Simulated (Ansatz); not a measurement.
# [Br···H···O], triplet in cc-pVDZ: errors against UCCSDT(Q)

Geometry: a point of a hydrogen-transfer path between rigid fragments, not a stationary point.

```xyz
3

Br    0.0000    0.0000   -1.4920
H     0.0000    0.0000    0.2260
O     0.0000    0.0000    1.2660
```

Basis cc-pVDZ; Ansatz 0.2.0. Correlated methods freeze the noble-gas cores and the filled d shells of p-block atoms, which leaves 14 electrons in 31 orbitals. Prefix R: restricted or restricted open-shell reference; prefix U: unrestricted. Active spaces: valence = (14e, 9o) chosen from the atoms' valence shells. No spin–orbit coupling is included, and no scalar relativity.

Full CI isn't at hand for all of this; UCCSDT(Q) serves as the reference, and is uncertain by about the last step of the cluster series. The frozen core follows each run's orbitals, which can shift R against U totals by a few meV for light atoms and by up to 0.1 eV past Ca.

```
UHF ⟨S²⟩                          : 2.035
T1 diagnostic (RCCSD)             : 0.0228
largest doubles amplitude (RCCSD) : 0.049
T1 diagnostic (UCCSD)             : 0.0128
```

Q: From what is known of these methods and the diagnostics, rank them by the size of their error in total energy against UCCSDT(Q) in cc-pVDZ, smallest first (an estimate: the text doesn't fix the numbers).
A. UCCSD
B. UCCSDT
C. UHF
D. UMP2
E. UCCSD(T)

A: B (1.3 kJ/mol), E (2.8 kJ/mol), A (14.0 kJ/mol), D (90.6 kJ/mol), C (754.9 kJ/mol).

All errors are against UCCSDT(Q) in cc-pVDZ. Within each family the higher level lies nearer, as is usual though not guaranteed.

Natural occupations of CASSCF (valence space) about the gap: 1.999 1.998 1.965 1.004 1.001 0.035; effectively unpaired electrons, Σ n²(2−n)², 2.01.
